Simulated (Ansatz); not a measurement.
Cost and result for the atomization energy of `NCF` (7 atoms, 6 bonds).

Total charge 0; spin multiplicity 1. All single points use the PBE0-D4/def2-TZVP geometry. It is one conformer, not always the lowest. Program: Ansatz. All runs use 2 threads of an Arm Neoverse V2 on a shared host. Times are those of one run each, without the atoms' runs, and a repeat can differ threefold. Electronic energies, without spin–orbit coupling; frozen cores. CCSD(T)/CBS adds CCSD(T) − MP2 in def2-TZVPP to the MP2 limit, and its time is that of the two runs behind it. T1 = 0.011. B3LYP takes the VWN-RPA correlation (the form of Gaussian; ORCA's B3LYP/G). HSE06 is the plane-wave form, built on full-range PBE exchange.

CCSD(T)/CBS is a level of theory with its own doubt, some kJ/mol a heavy atom from the limit and from the frozen cores, so smaller differences don't rank the functionals.

```json
{"level": "CCSD(T)/def2-SVP", "functions": "62", "wall time": "0.75 s"}
{"level": "BLYP-D4/def2-TZVPP", "functions": "149", "wall time": "0.85 s"}
{"level": "PBE-D4/def2-TZVPP (with forces)", "functions": "149", "wall time": "1.1 s"}
{"level": "PBE0-D4/def2-TZVPP", "functions": "149", "wall time": "1.1 s"}
{"level": "BHLYP-D4/def2-TZVPP", "functions": "149", "wall time": "1.1 s"}
{"level": "HSE06-D4/def2-TZVPP", "functions": "149", "wall time": "1.2 s"}
{"level": "CAM-B3LYP-D4/def2-TZVPP", "functions": "149", "wall time": "1.3 s"}
{"level": "B3LYP-D4/def2-TZVPP (with forces)", "functions": "149", "wall time": "1.4 s"}
{"level": "B2PLYP/def2-TZVPP", "functions": "149", "wall time": "1.8 s"}
{"level": "r2SCANh-D4/def2-TZVPP", "functions": "149", "wall time": "2 s"}
{"level": "MP2/def2-QZVPP", "functions": "291", "wall time": "6 s"}
{"level": "CCSD(T)/def2-TZVPP", "functions": "149", "wall time": "13 s"}
{"level": "CCSD(T)/CBS(def2)", "functions": "–", "wall time": "19 s"}
```

(1) What atomization energy does each give, and how far from CCSD(T)/CBS? (Estimate.)

Results:

(1) The calculation gave: 
```tsv
level	atomization (kJ/mol)	difference from CCSD(T)/CBS	per bond
CCSD(T)/def2-SVP	2354.5	-153.8	-25.6
BLYP-D4/def2-TZVPP	2529.8	21.5	3.6
PBE-D4/def2-TZVPP (with forces)	2579.4	71.1	11.9
PBE0-D4/def2-TZVPP	2511.1	2.8	0.5
BHLYP-D4/def2-TZVPP	2418.4	-89.9	-15.0
HSE06-D4/def2-TZVPP	2513.5	5.2	0.9
CAM-B3LYP-D4/def2-TZVPP	2532.9	24.6	4.1
B3LYP-D4/def2-TZVPP (with forces)	2518.1	9.8	1.6
B2PLYP/def2-TZVPP	2488.6	-19.7	-3.3
r2SCANh-D4/def2-TZVPP	2479.8	-28.5	-4.7
MP2/def2-QZVPP	2517.5	9.2	1.5
CCSD(T)/def2-TZVPP	2435.1	-73.2	-12.2
CCSD(T)/CBS(def2)	2508.3	0.0	0.0
```

From r2SCAN to r2SCAN0 (25 % exact exchange), in def2-TZVPP and without D4, the atomization energy moves by −50.2 kJ/mol: exact exchange takes away binding that semilocal exchange gives to molecules. Leaving LDA and LC-ωPBE aside and taking each functional with its dispersion term where it has one, the values spread over 161.0 kJ/mol, from BHLYP-D4 to PBE-D4. LDA lies +345.8 kJ/mol from PBE without D4, its usual overbinding. At CCSD(T), def2-SVP lies −153.7 kJ/mol from the extrapolated value and def2-TZVPP −73.1 kJ/mol: correlation converges slowly with the basis, and small sets miss more of it in the bonded molecule than in its fragments.
